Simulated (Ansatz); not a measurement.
## Redistribution: C2H4S + C2H4Si → C2H6Si + C2H2S

Species: C2H4S `C=CS`, singlet; C2H4Si (ethynylsilane) `C#C[SiH3]`, singlet; C2H6Si (vinylsilane) `C=C[SiH3]`, singlet; C2H2S (ethynethiol) `C#CS`, singlet. The partners trade SH for SiH3; both sit on C, so the bond types are kept.

Shapes, held fixed at every level: PBE0-D4/def2-TZVP. Flexible molecules stand in one conformer, not always the lowest. Programs: Ansatz 0.2.0. Electronic energies: no zero-point or thermal term.

(1) Estimate ΔE of this reaction.

Results:

(1) The highest level, CCSD(T)/CBS estimate, gives ΔE = +40.1 kJ/mol; the levels span +34.7 to +40.9. The column of differences is taken from that level and isn't an error. No measured value is set beside it here. The CBS estimate extrapolates MP2 from def2-TZVPP and def2-QZVPP and adds CCSD(T) − MP2 in the triple-zeta set, cores frozen.

```tsv
level	kind	ΔE (kJ/mol)	less CCSD(T)/CBS estimate
HF/def2-TZVPP	Hartree–Fock	+40.9	+0.8
r2SCAN-D4/def2-TZVPP	meta-GGA	+38.8	-1.3
B3LYP-D4/def2-TZVPP	global hybrid	+36.7	-3.4
PBE0-D4/def2-TZVPP	global hybrid	+34.7	-5.4
wB97X-V/def2-TZVPP	range-separated hybrid	+36.9	-3.2
CCSD(T)/def2-TZVPP	coupled cluster or CI	+38.9	-1.2
CCSD/def2-TZVPP	coupled cluster or CI	+38.9	-1.2
CCSD(T)/CBS estimate	coupled cluster or CI	+40.1	0.0
```
